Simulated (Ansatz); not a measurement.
A nudged elastic band was laid between two geometries of C$_{3}$H$_{6}$S (10 atoms, charge 0, multiplicity 1).

Level of theory: RKS B3LYP-D4/def2-SVP in Ansatz.

| Property | Result |
| --- | --- |
| movable images | 7 |
| climbing image | yes |
| spring | 5.0 eV/Å² |
| optimiser | quadratic models (default) |
| start path | through a guess of the saddle point |
| force threshold | 0.03 eV/Å |
| iteration limit | 51 |
| end points | relaxed |

Image 0:

```xyz
10
Properties=species:S:1:pos:R:3
C -1.050 0.533 -0.456
C -0.079 -0.538 -0.021
C 1.190 -0.182 0.657
S 1.424 -0.823 -1.041
H -1.686 0.181 -1.284
H -1.713 0.813 0.382
H -0.515 1.433 -0.797
H -0.547 -1.473 0.308
H 1.560 -0.827 1.461
H 1.417 0.882 0.791
```

Image 8:

```xyz
10
Properties=species:S:1:pos:R:3
C -1.062 0.545 -0.414
C -0.135 -0.505 0.150
C 1.273 -0.178 0.476
S 1.097 -1.283 -0.972
H -0.519 1.225 -1.088
H -1.884 0.085 -0.982
H -1.507 1.141 0.403
H -0.620 -1.234 0.812
H 1.729 -0.630 1.363
H 1.628 0.835 0.252
```

Question: Which bonds break or form, and what moves?

Answer: No bond is made or broken. The dihedral H7–C1–C2–S4 goes from -42 to -162°. The two ends are copies of one structure, up to a mirror image or an exchange of like atoms.

Question: Give the energies along the band, and the barrier.

Answer: The forces met the threshold. The highest image is number 4 of 0 to 8, 13.7 kJ/mol above the ends, which have the same energy within 2 meV. A vibrational analysis at the climbing image gives one clearly imaginary mode, 240i cm⁻¹: a first-order saddle point.

```csv
image,path coordinate (Å),energy (kJ/mol),dihedral H7–C1–C2–S4 (°)
0,0.00,0.0,-42
1,0.40,2.0,-57
2,0.80,6.9,-72
3,1.20,11.7,-87
4,1.60,13.7,-102
5,2.00,11.7,-117
6,2.40,6.9,-132
7,2.81,2.0,-147
8,3.21,0.0,-162
```

Question: What is the geometry of the highest image?

Answer: 
```xyz
10
Properties=species:S:1:pos:R:3
C -1.071 0.547 -0.424
C -0.117 -0.521 0.098
C 1.263 -0.181 0.527
S 1.207 -1.169 -1.009
H -1.064 0.598 -1.522
H -2.102 0.336 -0.102
H -0.798 1.545 -0.044
H -0.596 -1.324 0.670
H 1.687 -0.687 1.401
H 1.592 0.857 0.406
```

Question: What are the harmonic wavenumbers there?

Answer: 240i, 319, 404, 617, 658, 881, 910, 939, 1016, 1052, 1077, 1152, 1196, 1360, 1398, 1455, 1462, 1471, 3039, 3100, 3115, 3132, 3140, 3194 cm⁻¹.

The run took 2.1 min on 1 CPU thread of a shared host.
